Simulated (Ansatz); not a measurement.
# CaB6-type LaB₆

All values below come from PBEsol in Ansatz (PAW).

Settings: plane-wave cutoff 520 eV, 14×14×14 k mesh, Fermi–Dirac smearing 0.05 eV, scalar-relativistic PAW data made under PBE.

Cell: relaxed at this level.

| Item | Value |
|---|---|
| equilibrium lattice constant a | 4.130 Å |
| band gap | none |

Measured, for comparison: lattice constant a 4.157 Å (296 K, not corrected to a static lattice; as tabulated in Tsubota and Kitagawa (2017), doi:10.1038/s41598-017-15766-y). Computed (rounded) less measured: lattice constant a -0.6 %. A static lattice is as a rule a little smaller and stiffer than an uncorrected measurement, which narrows the difference in the lattice constant a and would widen misses of the other sign.

Spin–orbit coupling is not included.

The computed numbers hold no vibrational or temperature effects.

It cost roughly 40 core-seconds of CPU time.

Ansatz is a first-principles code.
